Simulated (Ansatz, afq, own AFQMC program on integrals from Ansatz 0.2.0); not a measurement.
Two steps: Ansatz 0.2.0 writes the Fock matrix and Cholesky factors of the valence space, and afq projects on them the lowest state that overlaps trial and start.

```yaml
crystal:
  periodic: [false, false, false]
  atoms:
    - {symbol: B, position_ang: [-2.051397, 0.034738, 0.000000]}
    - {symbol: H, position_ang: [-2.648130, 1.068310, 0.000000]}
    - {symbol: H, position_ang: [-2.648131, -0.998833, 0.000000]}
    - {symbol: H, position_ang: [-0.593397, 0.034738, 0.000000]}
    - {symbol: Si, position_ang: [0.952603, 0.034738, 0.000000]}
    - {symbol: H, position_ang: [1.349037, -1.444775, 0.000000]}
basis:
  gaussian: {orbitals: cc-pVTZ}
magnetization: {spin_polarized: true, initial_magnetization: 1}
correlation: {method: ccsd_t, electrons: outside_noble_gas, hamiltonian_folder: ham}
```

```sh
$ ansatz run in.yaml --threads 1 --pin off --events-out ev --progress --plain --max-ram 16896MiB --backend cuda --devices 0, --max-vram 18GiB
```

afq runs on the folder ham with

```
--method phaseless --trial cisd --walkers 700 --populations 10 --least-time 60 --time-step 0.005 --steps-per-block 50 --equilibration-blocks 28 --max-blocks 4000 --target-error 0.0002 --factor-cut 1e-05 --start spin_pure --seed 507 --release-times 0.24,0.51,0.99,1.62,2.4 --release-step 0.03 --release-every 3 --taylor-order 6
```

Times are imaginary, in 1/Eh. The walk had a cap of 243 s. With eight or more populations the least sampling time is a fifth of least-time, and the error comes from their spread.

afq prints:

```
orbitals 114  electrons 6 5  factors 680 of 685
reference energy -315.79649247 Eh
CCSD correlation -0.25621594 Eh in 16 cycles, weight of the determinant in the CISD state 0.8209
energy of the start -316.049898 Eh
 block  time / (1/Eh)  mean weight  energy / Eh
     1     0.250  0.9995  -316.047468
     2     0.500  1.0004  -316.050203
     3     0.750  0.9998  -316.053035
     4     1.000  0.9995  -316.054808
     5     1.250  0.9996  -316.056304
    10     2.500  0.9992  -316.062556
    37     9.250  1.0008  -316.065880
    67    16.750  0.9998  -316.065853
    85    21.250  1.0003  -316.061570
    97    24.250  0.9994  -316.064525
   127    31.750  1.0004  -316.064308
   157    39.250  1.0001  -316.065977
   187    46.750  1.0007  -316.062214
   217    54.250  1.0003  -316.067858
   247    61.750  0.9999  -316.065682
   253    63.250  1.0001  -316.064987
error from the spread of 10 populations
released: time / (1/Eh)  energy / Eh  error  mean overlap
  0.24  -316.065085  0.000220  0.9983
  0.51  -316.065635  0.000142  0.9891
  0.99  -316.065774  0.000222  0.9909
  1.62  -316.065366  0.000483  0.9887
  2.40  -316.066267  0.001312  1.0004
energy -316.064893 +/- 0.000277 Eh
(rows thinned)
```

The run passed its tests (sampling time, drift between the halves within three errors, error under three times the target), which doesn't prove that it has relaxed, ending at its cap on processor time.

Against this walk (error 7.5 meV) on the same determinant: CCSD(T) 62.2 meV higher. The error is statistical and leaves out the bias of the constraint. None of these is a sure reference here. Released to 1.62 1/Eh the energy moves by -13 ± 15 meV (both errors), within twice the noise.

Cautions: constraint bias not in the error; error above the target (7.5 against 5.4 meV); higher spins were not checked; raised T1 diagnostic (T1 0.047, weight of the determinant 0.82, largest double 0.07); the bias of populations of 70 walkers isn't removed.

The walk took 4.1 min on 1 × NVIDIA H100 80GB HBM3 with 2 threads of AMD EPYC 7R13 Processor (Zen 3) (shared host) (the card was shared). The log's last line is the phaseless energy.

A walk keeps the symmetry of its determinant, which the program's search chose and which needn't be the lowest solution, so a lower state of the same spin and another symmetry isn't excluded.
